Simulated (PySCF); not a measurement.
**`FCC(=S)CF`: 4 charge schemes on one density**

C3H4F2S.
Cartesian coordinates in Å at the PBE0-D3(BJ)/def2-SVP level; atoms count from 1:
```
atom  x, y, z in Å
F1    -1.366   -0.954    0.750
C2    -1.220   -0.124   -0.329
C3    -0.023    0.768   -0.158
S4    -0.030    2.328   -0.591
C5     1.181    0.102    0.443
F6     1.334   -1.165   -0.051
H7    -2.127    0.484   -0.463
H8    -1.062   -0.740   -1.234
H9     1.030    0.041    1.537
H10    2.083    0.698    0.239
```

Density: PBE0/pcSseg-1 (PySCF); schemes: Mulliken, IAO, Hirshfeld and ESP-fitted. Isolated species at its PBE0-D3(BJ)/def2-SVP geometry (one conformer only).

At which atom do the 4 schemes differ most?

At C3: from -0.479 (Mulliken) to +0.037 e (Hirshfeld), 0.516 e apart.

Which atoms carry the lowest charge in the Mulliken, IAO, Hirshfeld and ESP-fitted schemes?

The schemes don't all agree: Mulliken C3 (-0.479); IAO F1 and F6 (-0.312); Hirshfeld F1 and F6 (-0.106); ESP-fitted F6 (-0.232).

Tabulate the Mulliken, IAO, Hirshfeld and ESP-fitted charges.

In e:

```
atom          environment  Mulliken     IAO  Hirshfeld  ESP-fitted
  F1       alkyl fluorine    -0.322  -0.312     -0.106      -0.223
  C2       sp3 C–F carbon    +0.281  +0.028     +0.018      +0.166
  C3  thiocarbonyl carbon    -0.479  -0.065     +0.037      +0.030
  S4  thiocarbonyl sulfur    +0.011  -0.030     -0.076      -0.173
  C5       sp3 C–F carbon    +0.281  +0.028     +0.018      +0.214
  F6       alkyl fluorine    -0.322  -0.312     -0.106      -0.232
  H7   methylene hydrogen    +0.132  +0.163     +0.051      +0.037
  H8   methylene hydrogen    +0.143  +0.168     +0.057      +0.086
  H9   methylene hydrogen    +0.143  +0.168     +0.057      +0.074
 H10   methylene hydrogen    +0.132  +0.163     +0.051      +0.022
```

Mean size of the charges over all atoms: Mulliken 0.225 e, IAO 0.144 e, ESP-fitted 0.126 e, Hirshfeld 0.058 e. Each set sums to the total charge, 0, to within 0.001 e. The IAO scheme counts the electrons in orthogonalised intrinsic atomic orbitals, a minimal basis polarised so that it spans the occupied orbitals exactly.

How closely do the schemes follow one another over all atoms?

Correlation coefficient and root-mean-square difference: IAO with Hirshfeld 0.90, 0.122 e; Hirshfeld with ESP-fitted 0.84, 0.101 e; Mulliken with IAO 0.74, 0.174 e; IAO with ESP-fitted 0.73, 0.122 e; Mulliken with ESP-fitted 0.69, 0.189 e; Mulliken with Hirshfeld 0.53, 0.231 e.

Sum the charges by element, for elements with more than one atom.

```json
{"element": "F", "atoms": "2", "Mulliken": "-0.645", "IAO": "-0.624", "Hirshfeld": "-0.212", "ESP-fitted": "-0.455"}
{"element": "C", "atoms": "3", "Mulliken": "+0.082", "IAO": "-0.009", "Hirshfeld": "+0.072", "ESP-fitted": "+0.410"}
{"element": "H", "atoms": "4", "Mulliken": "+0.552", "IAO": "+0.663", "Hirshfeld": "+0.216", "ESP-fitted": "+0.218"}
```

The run behind these numbers computed NMR shieldings as well. Hardware: one thread, Arm Neoverse V1, shared host. Cost: 11 s wall.
